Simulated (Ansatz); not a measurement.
## Worked example: correlation energy of PH⁻, doublet

Geometry: a PBE0/def2-TZVPD stationary point for this spin.

```xyz
2

P     0.0000    0.0000    0.0000
H     0.0000    0.0000    1.4426
```

Basis 6-31++G** (Cartesian d functions); Ansatz 0.2.0. Correlated methods freeze the noble-gas cores, which leaves 7 electrons in 24 orbitals. R marks a restricted (for open shells ROHF) determinant, U an unrestricted one.

Full CI is exact within this basis and frozen core; it isn't the basis-set limit. The frozen core follows each run's orbitals, which can shift R against U totals by a few meV.

Runs differ by some tens of microhartree through their thresholds and, for an open shell, their frozen cores, so steps under 0.1 kcal/mol mean nothing.

```csv
level,total energy (hartree)
UHF,-341.260538
UMP2,-341.356129
UCCSD,-341.376362
UCCSD(T),-341.379512
UCCSDT,-341.380194
UCCSDT(Q),-341.380321
full CI,-341.380327
```

What is the correlation energy at full CI, and what share of it do UMP2 and UCCSDT recover?

E(corr) = -341.380327 − (-341.260538) = -0.119789 hartree = -3.260 eV. UMP2: -0.095591 / -0.119789 = 79.80 %. UCCSDT: -0.119656 / -0.119789 = 99.89 %.

By how many kcal/mol does UCCSD(T) miss full CI (1 hartree = 627.509 kcal/mol), and which steps make up the rest?

-341.379512 − (-341.380327) = 0.000815 hartree = 0.51 kcal/mol. Steps: UCCSDT − UCCSD(T) = -0.43, UCCSDT(Q) − UCCSDT = -0.08, full CI − UCCSDT(Q) = 0.00 kcal/mol. That is within 1 kcal/mol of the reference in this basis, which itself misses far more of the correlation at the basis-set limit.
